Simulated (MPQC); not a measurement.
# USVWN5/cc-pVTZ run of NCO (SMILES [N]=C=O)

Aim: the vertical doublet–quartet gap of NCO at USVWN5/cc-pVTZ, from 2 runs. 

Program for the calculation: MPQC 2.3.1.

14 further runs of the same task are left out: 4 that didn't finish, 10 set aside as unsound or not needed.

**1. The molecule**

NCO has 3 atoms, charge 0, and is taken as a doublet. SMILES: `[N]=C=O`. Geometry: relaxed at PBE0-D4/def2-TZVP.

Bond lengths: N1–C2 1.222 Å, C2–O3 1.171 Å. Angles: N1–C2–O3 180.0°.

**2. A single-point energy at USVWN5/cc-pVTZ**

File input.in:

```
molecule<Molecule>: (
   symmetry = c1
   unit = angstrom
   { atoms geometry } = {
      N  [ 0.968200     0.423100     0.579200 ]
      C  [ -0.013800    -0.006000    -0.008300 ]
      O  [ -0.954400    -0.417100    -0.571000 ]
   }
)
basis<GaussianBasisSet>: (
   name = "cc-pVTZ"
   molecule = $:molecule
   basisdir = "."
   puream = yes
)
mpqc: (
   checkpoint = no
   savestate = no
   restart = no
   do_energy = yes
   do_gradient = no
   optimize = no
   mole<UKS>: (
      molecule = $:molecule
      basis = $:basis
      total_charge = 0
      multiplicity = 2
      memory = 1000000000
      print_evals = yes
      print_npa = yes
      maxiter = 120
      value_accuracy = 1e-08
      functional<StdDenFunctional>: ( name = "SVWN5" )
      integrator<RadialAngularIntegrator>: ( grid = xfine )
      guess_wavefunction<ExtendedHuckelWfn>: (
         molecule = $:molecule
         total_charge = 0
         multiplicity = 2
         basis<GaussianBasisSet>: (
            name = "STO-3G"
            molecule = $:molecule
         )
      )
   )
)
```

The basis set cc-pVTZ is read from a file made from the Basis Set Exchange's data (not shown).

Command:

```
$ mpqc -o input.out input.in
```

The program printed:

```text
MPQC: Massively Parallel Quantum Chemistry
[...]
  USCF::init: total charge = 0
[...]
  Integrated electron density error = 0.000099754235
  iter     1 energy = -155.2542295986 delta = 8.18223e-02
  Integrated electron density error = -0.000146189046
  iter     2 energy = -159.6018046550 delta = 2.01065e-01
[...]
  Integrated electron density error = 0.000000036706
  iter    28 energy = -166.7503799725 delta = 3.34887e-08
  Integrated electron density error = 0.000000036706
  iter    29 energy = -166.7503799725 delta = 1.56142e-08
  Integrated electron density error = 0.000000036706
  iter    30 energy = -166.7503799725 delta = 1.16112e-08
  Integrated electron density error = 0.000000036706
  iter    31 energy = -166.7503799725 delta = 1.19720e-08
[...]
  <S^2>      = 0.753486
  total scf energy = -166.7503799725
Value of the MolecularEnergy: -166.7503799725
[...]
        symmetry = c1
[...]
        nbasis = 90
[...]
      nalpha = 11
      nbeta = 10
[...]
```

Wall time 64 s (1 thread of Intel Xeon Platinum 8375C at 2.90GHz (Ice Lake), shared host); peak memory 0.51 GiB.

**3. The quartet, same level**

File run.in:

```
molecule<Molecule>: (
  symmetry = c1
  unit = bohr
  { atoms geometry } = {
    N  [ 1.82963283 0.79954312 1.09452937 ]
    C  [ -0.02607822 -0.01133836 -0.01568473 ]
    O  [ -1.80355461 -0.78820477 -1.07903362 ]
  }
)
basis<GaussianBasisSet>: (
  name = "cc-pVTZ"
  molecule = $:molecule
  basisdir = "."
  puream = yes
)
mpqc: (
  checkpoint = no
  savestate = no
  restart = no
  do_energy = yes
  do_gradient = no
  optimize = no
  mole<UKS>: (
    molecule = $:molecule
    basis = $:basis
    total_charge = 0
    multiplicity = 4
    memory = 1000000000
    print_evals = yes
    print_npa = yes
    maxiter = 120
    value_accuracy = 1e-08
    functional<StdDenFunctional>: ( name = "SVWN5" )
    integrator<RadialAngularIntegrator>: ( grid = xfine )
    guess_wavefunction<UHF>: (
      molecule = $:molecule
      total_charge = 0
      multiplicity = 4
      memory = 1000000000
      value_accuracy = 1e-3
      basis<GaussianBasisSet>: (
        name = "STO-3G"
        molecule = $:molecule
      )
    )
  )
)
```

The basis set cc-pVTZ is read from a file made from the Basis Set Exchange's data (not shown).

Command:

```
$ mpqc -o run.out run.in
```

The program printed:

```text
MPQC: Massively Parallel Quantum Chemistry
[...]
  Integrated electron density error = -0.000103014075
  iter     1 energy = -165.6793792684 delta = 8.58159e-02
  Integrated electron density error = 0.000141970901
  iter     2 energy = -166.2584482231 delta = 4.05287e-02
[...]
  Integrated electron density error = 0.000000036944
  iter    38 energy = -166.4999548923 delta = 1.68199e-08
  Integrated electron density error = 0.000000036944
  iter    39 energy = -166.4999548923 delta = 1.44025e-08
  Integrated electron density error = 0.000000036944
  iter    40 energy = -166.4999548923 delta = 1.17721e-08
  Integrated electron density error = 0.000000036944
  iter    41 energy = -166.4999548923 delta = 1.00668e-08
[...]
  <S^2>      = 3.755870
  total scf energy = -166.4999548923
Value of the MolecularEnergy: -166.4999548923
[...]
        symmetry = c1
[...]
        nbasis = 90
[...]
      nalpha = 12
      nbeta = 9
[...]
```

Wall time 83 s (1 thread of Intel Xeon Platinum 8375C at 2.90GHz (Ice Lake), shared host); peak memory 0.51 GiB.

**4. Summary of results**

At USVWN5/cc-pVTZ:

| quantity | value |
| --- | --- |
| doublet: total energy | -166.75038 Eh |
| doublet: ⟨S²⟩ | 0.753 |
| quartet: total energy | -166.49995 Eh |
| quartet: ⟨S²⟩ | 3.756 |
| vertical energy of the quartet above the doublet | 6.814 eV |

At this shape the quartet lies 6.81 eV (657 kJ/mol) above the doublet.
